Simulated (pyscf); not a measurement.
Optimised with ωB97X-D3(BJ)/def2-SVP in PySCF.

Question: For the elementary gas-phase step F–Sn(F)(F)–F (SMILES [F][Sn]([F])([F])[F]) + HCl (SMILES Cl) → HF (SMILES F) + F–Sn(F)(F)–Cl (SMILES [F][Sn]([F])([F])[Cl]) (singlet surface; F–Sn, Cl–H broken, F–H, Cl–Sn formed), what barrier and reaction energy does ωB97M-D3(BJ)/def2-TZVP give, measured from the separated reactants?

Answer: ΔE‡ = 4.5 kcal/mol, ΔE = -9.2 kcal/mol. Zero-point energy shifts the barrier by +0.3 kcal/mol. It is a four-centre exchange, with an imaginary mode of 593i cm⁻¹. On the reactant side the descent ends in an adduct with a Cl–Sn contact, 7.1 kcal/mol under the separated species and 8.5 kcal/mol under the saddle at ωB97X-D3(BJ)/def2-TZVP. On the product side the descent ends in an adduct with a F–Sn contact (not fully relaxed), 5.3 kcal/mol under the separated species and 18.6 kcal/mol under the saddle at ωB97X-D3(BJ)/def2-TZVP. What is counted as formed (Cl–Sn) is already present as a longer contact in the reactant adduct; forming that adduct is a step of its own. What is counted as broken (F–Sn) persists as a longer contact in the product adduct; parting that adduct is a step of its own. At ωB97X-D3(BJ) the barrier from the zero used here is 1.4 kcal/mol. This is the saddle that the search found; another between the same sides may lie lower. Elements past Kr carry the def2 core potentials, without spin-orbit coupling.
